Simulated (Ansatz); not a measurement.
## Which is lower?

Two relaxed structures of SiHSO (charge +1), closed shell (PBE0-D4/def2-TZVP; forces vanish, vibrations not checked).

A:

```tsv
atom	x (Å)	y (Å)	z (Å)
O1	0.5230	-0.9028	0.6502
Si2	-0.1509	0.4811	0.0587
S3	-0.7569	-1.7314	-0.0971
H4	-1.6071	-1.7782	0.9590
```

B:

O1  (0.719, -0.644, 1.012)
Si2  (-0.023, 0.419, -0.358)
S3  (-0.783, -1.371, 0.406)
H4  (1.494, -1.208, 0.831)
(Å)

Program: Ansatz 0.2.0. Basis: def2-TZVPP. Cores are frozen in the correlated methods. B3LYP uses VWN-RPA correlation.

Q: Which structure is lower at CCSD(T), and by how much? (An estimate is asked for; the value comes from the calculation.)

A: By the calculation: A, by 36.3 kJ/mol (electronic energy, against the other). By their contacts, A is SiHSO ([O]1[Si][SH]1), total charge +1 and B is SiHSO ([OH]1[Si][S]1), total charge +1.

All methods give the same order:

```tsv
method	E(B) − E(A) (kJ/mol)
PBE-D4	33.6
r2SCAN-D4	39.0
PBE0-D4	34.2
B3LYP-D4	36.5
wB97M-V	35.2
HF	38.9
MP2	41.8
CCSD	36.6
CCSD(T)	36.3
```

The T1 diagnostic stays at or below 0.021.

Labels in which every atom is bracketed show which atoms are joined, not bond orders.

For scale, one of the runs: CCSD(T)/def2-TZVPP, 129 basis functions, launched by `ansatz run in.yaml --threads 2 --pin off --events-out ev --progress --plain --max-ram 4352MiB`. The run took about 8 s on 2 CPU threads of an Arm Neoverse V2 (shared host).
